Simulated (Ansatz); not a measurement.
Input file:

```yaml
crystal:
  periodic: [false, false, false]
  atoms:
    - {symbol: Cl, position_ang: [-0.024087, -0.243268, 2.665735]}
    - {symbol: Al, position_ang: [-0.024920, 0.548709, 0.713759]}
    - {symbol: Ga, position_ang: [0.023044, -0.092028, -1.587234]}
    - {symbol: H, position_ang: [-0.079733, 0.234168, -3.075494]}
basis:
  gaussian: {orbitals: cc-pVDZ, fitting: {mean_field: def2-universal-jkfit}}
magnetization: {spin_polarized: true, initial_magnetization: 3}
correlation: {method: mp2, electrons: outside_noble_gas}
output: {forces: true}
```

```sh
$ ansatz run in.yaml --threads 1 --pin off --events-out ev --progress --plain --max-ram 2393MiB
```

(1) One thing in this input was set wrong on purpose, beside settings that are merely unusual. What is the gravest fault, and what does the program do?

Results:

(1) Multiplicity of wrong parity. How the run ends: refused.
```
Error: a molecule whose nuclei and cores have a total charge of 62 cannot have a net charge of 0 together with 3 unpaired electrons
```
